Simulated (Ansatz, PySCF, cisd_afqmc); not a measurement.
System: H₂O₂, charge 0, singlet. H2O2 (SMILES OO).
B3LYP-D3(BJ)/def2-TZVP minimum from Ansatz (a quantum-chemistry and plane-wave program):
```xyz
4

O      0.0155     0.7238    -0.0702
O     -0.0112    -0.7261    -0.0419
H      0.8057     0.8967     0.4614
H     -0.8394    -0.8786     0.4355
```
Charge 0, spin multiplicity 1.

Atomisation energy term by term, kcal/mol (programs: Ansatz, cisd_afqmc). UHF or UKS for unpaired electrons; spin-orbit terms are left out. Cores are frozen in correlated methods. Rows without X2C or -DK are non-relativistic. AFQMC/CISD: phaseless, guided by CISD from CCSD amplitudes; bars are statistical, one sigma. Outlying blocks are dropped, and bars are widened where a walk drifts. Over all cases where full CI ran beside it in this data, AFQMC minus full CI had a median of +0.1 mEh and passed +0.4 mEh in a tenth of the cases. CBS(X,Y): correlation extrapolated as X^-3, Hartree-Fock from the larger set (Q,5: extrapolated as (X+1)exp(-9√X)). A bracket is a step between two methods taken in the basis named. '+ core + X2C': CCSD(T) terms for core correlation (cc-pwCVTZ) and scalar relativity (cc-pVTZ-DK). Where a partner has so few electrons that a lower coupled-cluster level is exact, that level stands in.

```csv
term,basis,kcal/mol
Hartree-Fock,"CBS(cc-pVQZ,cc-pV5Z)",134.18
CCSD correlation,"CBS(cc-pVQZ,cc-pV5Z)",125.41
(T),"CBS(cc-pVQZ,cc-pV5Z)",9.16
CCSDT(Q) - CCSD(T),cc-pVTZ,0.37
CCSDTQ - CCSDT(Q),cc-pVDZ,-0.10
core correlation,cc-pwCVTZ,0.53
scalar relativity,"X2C, cc-pVTZ-DK",-0.37
minus zero-point energy,Hessian by PySCF at B3LYP-D3(BJ)/def2-TZVP,-16.52
sum: D0,,252.7
```

The step beyond CCSD(T) by other levels: CCSDTQ in cc-pVDZ 0.74; AFQMC/CISD in cc-pVDZ 0.97 ± 0.22; CCSDT(Q) in cc-pVDZ 0.84; AFQMC/CISD in cc-pVTZ 0.27 ± 0.18 kcal/mol.
